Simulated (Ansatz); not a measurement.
The inner images of a band of CH$_{4}$BO (7 atoms, charge 0, multiplicity 2) are given out of order.

Theory: UKS PBE-D4/def2-mTZVP in Ansatz.

Image 0:

```xyz
7
Properties=species:S:1:pos:R:3
B -1.321 -0.258 -0.388
C 0.120 0.063 0.034
O 0.950 -1.068 0.329
H -2.170 0.539 -0.675
H 0.550 0.693 -0.783
H 0.041 0.761 0.903
H 1.830 -0.730 0.580
```

Image 6:

```xyz
7
Properties=species:S:1:pos:R:3
B -1.271 0.495 -0.400
C 0.185 0.284 0.046
O 0.577 -1.094 0.217
H -2.164 -0.263 -0.646
H 0.831 0.808 -0.696
H 0.328 0.872 0.982
H 1.513 -1.102 0.497
```

Question: Put them in order from the first end to the last, with their energies above the first end.
A.
```xyz
7
Properties=species:S:1:pos:R:3
B -1.286 -0.041 -0.386
C 0.167 0.165 0.044
O 0.817 -1.108 0.290
H -2.353 0.349 -0.723
H 0.713 0.747 -0.735
H 0.205 0.813 0.951
H 1.738 -0.926 0.560
```
B.
```xyz
7
Properties=species:S:1:pos:R:3
B -1.304 -0.184 -0.385
C 0.143 0.124 0.038
O 0.880 -1.085 0.308
H -2.267 0.447 -0.701
H 0.635 0.734 -0.758
H 0.128 0.801 0.927
H 1.786 -0.837 0.571
```
C.
```xyz
7
Properties=species:S:1:pos:R:3
B -1.252 0.396 -0.392
C 0.184 0.167 0.050
O 0.712 -1.164 0.258
H -2.363 0.143 -0.719
H 0.790 0.723 -0.705
H 0.286 0.786 0.972
H 1.645 -1.052 0.535
```
D.
```xyz
7
Properties=species:S:1:pos:R:3
B -1.268 0.174 -0.389
C 0.180 0.165 0.048
O 0.774 -1.140 0.277
H -2.394 0.256 -0.732
H 0.756 0.734 -0.719
H 0.250 0.799 0.964
H 1.702 -0.988 0.551
```
E.
```xyz
7
Properties=species:S:1:pos:R:3
B -1.240 0.529 -0.393
C 0.191 0.211 0.051
O 0.609 -1.160 0.226
H -2.278 0.020 -0.689
H 0.838 0.736 -0.690
H 0.335 0.798 0.987
H 1.546 -1.133 0.507
```

Answer: B (+0.9 kcal/mol), A (+3.8 kcal/mol), D (+6.4 kcal/mol), C (+3.8 kcal/mol), E (+1.1 kcal/mol).

Run time: 60 s on 1 thread of AMD EPYC 7R43 64-Core Processor (Zen 3) (shared host), peak memory 0.16 GiB.
